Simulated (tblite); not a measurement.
C4H8N (charge +1).
Bonds: C1–C2 (triple), C2–C3, C3–N4, N4–C5. Hydrogens: H6 on C1; H7, H8 on C3; H9, H10 on N4; H11, H12, H13 on C5.
Bond orders are those of one Lewis drawing.

Computed with GFN2-xTB (tblite), gas phase: nudged elastic band of 9 images (0 to 8), spring 0.2 eV/Å², climbing image at the end, force threshold 0.05 eV/Å. No saddle search or frequency run followed, so the top image need not be a first-order saddle, and its height can exceed the method's true barrier by a kcal/mol or more.

The band describes a rotation about C3–N4 (sp3 carbon bound to nitrogen, ammonium nitrogen), followed by the dihedral C2–C3–N4–C5, from the optimised start (180°) to a second optimised geometry at -67°.

Q: How does the energy change from image to image?

A: 
```
image  dihedral (°)  E (eV)  C3–N4 (Å)  C2···C5 (Å)  largest true force (eV/Å)
    0           180   0.000      1.496         3.75                       0.00
    1          -165   0.013      1.498         3.73                       0.04
    2          -151   0.044      1.502         3.69                       0.05
    3          -137   0.077      1.507         3.62                       0.05
    4          -122   0.095      1.509         3.53                       0.04
    5          -108   0.087      1.508         3.41                       0.04
    6           -94   0.058      1.505         3.27                       0.05
    7           -80   0.025      1.501         3.12                       0.05
    8           -67   0.007      1.497         2.97                       0.01
```

Barriers of this band. The top is image 4 at -122°: 0.095 eV forward and 0.088 eV back; the end lies 0.007 eV above the start. The central bond is 0.013 Å longer at the top than at the start.

Q: What rate follows at 250 K for crossing this barrier forward?

A: Taking the electronic barrier for the free energy of activation (no zero-point or entropy terms, transmission 1), rate = (kT/h)·exp(−ΔE/kT) ≈ 6 × 10^10 s⁻¹, whose inverse is 2 × 10^-11 s. An error of 1 kcal/mol in the barrier changes this by a factor of 7, and the method and the loose band can each miss by that much or more.

Q: How would the two end points share their population at 250 K, from these energies alone?

A: exp(−ΔE/kT) with ΔE = 0.007 eV gives 0.72 for the higher one (end) against 1 for the lower, without vibrational, rotational or degeneracy terms. GFN2-xTB can put conformers this close in the wrong order.

What follows is the cost of the whole band run. The run took 1.8 s of wall time on an Arm Neoverse V1 with one thread, shared host, and the process peaked at 0.18 GiB of memory.
